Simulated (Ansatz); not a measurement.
Input for Ansatz (development build ahead of 0.2.0):

```yaml
crystal:
  periodic: [false, false, false]
  atoms:
    - { symbol: H, position_ang: [0.0, 0.35297, -1.13292] }
    - { symbol: P, position_ang: [0.0, -0.70595, 0.0] }
    - { symbol: H, position_ang: [0.0, 0.35297, 1.13292] }
basis:
  gaussian: { orbitals: def2-SVP }
total_charge: 1
magnetization:
  spin_polarized: true
hamiltonian:
  xc: hf
correlation:
  method: mp2
  frozen_orbitals: { H: 0, P: 5 }
```

The input is written out in the form of the current development build from the run's settings.

Output:

* Converged: yes
* Reference energy: -341.41127 hartree
* Correlation energy: -0.08945 hartree
* Total energy: -341.50072 hartree
* Spin squared of the determinant: 0.403
* Stability test: minimum

Messages of the program:
```
mean field -9290.27380858 eV, -341.4112652916 hartree, gradient 6.3e-6 eV, S^2 0.403425; 2 other ends of a descent, 0 dependent functions left out
```

Caution: the unrestricted determinant is spin contaminated; a plain start can end on a higher determinant.
